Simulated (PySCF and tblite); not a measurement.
Results of a calculation; reference values are marked as such.
System: C₃H₅O (charge -1), numbered as in [CH-:1]1[CH2:2][CH2:3][O:4]1.

Motion: pyramidal inversion at C1. GFN2-xTB gives an electronic barrier of 27.3 kcal/mol.

The ion is treated without a counter-ion.

BHandHLYP/pcSseg-1 + D3(BJ), IEF-PCM methanol on PBE0-D3(BJ)/def2-SVP geometries gives 26.6 kcal/mol and k(298 K) = 4.2×10⁻⁶ s⁻¹.

(1) What does BHandHLYP/pcSseg-1 + D3(BJ), IEF-PCM cyclohexane give on PBE0-D3(BJ)/def2-SVP geometries?

Programs: tblite and PySCF.

Answers

(1) A barrier of 24.9 kcal/mol, 1.7 below the first DFT barrier (from unrounded values) and, with GFN2-xTB thermal terms, ΔG‡(298 K) = 23.1 kcal/mol and k = 7.6×10⁻⁵ s⁻¹ (1 equivalent path).
